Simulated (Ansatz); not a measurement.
## V (bcc): energy against volume

All numbers below come from DFT, r2SCAN, plane waves (500 eV) with PAW, scalar-relativistic in Ansatz. (PAW data from PBE, frozen cores regenerated.)

The cell is scaled uniformly from the relaxed one, with fractional coordinates and shape fixed. Energies are extrapolated to zero smearing, pressures are those at the given smearing. Magnetic state: spin not included.

A Birch-Murnaghan fit gives V₀ = 13.26 Å³/atom, B₀ = 193 GPa, B₀′ = 3.7.

Q: What are the energy above the minimum and the pressure at 11.686 Å³/atom?

A: 136.9 meV/atom and 31.13 GPa as computed.

Q: What are the energy above the minimum and the pressure at 14.341 Å³/atom?

A: 47.1 meV/atom and -12.74 GPa as computed.

Q: What are the energy above the minimum and the pressure at 14.872 Å³/atom?

A: 98.7 meV/atom and -17.51 GPa as computed.
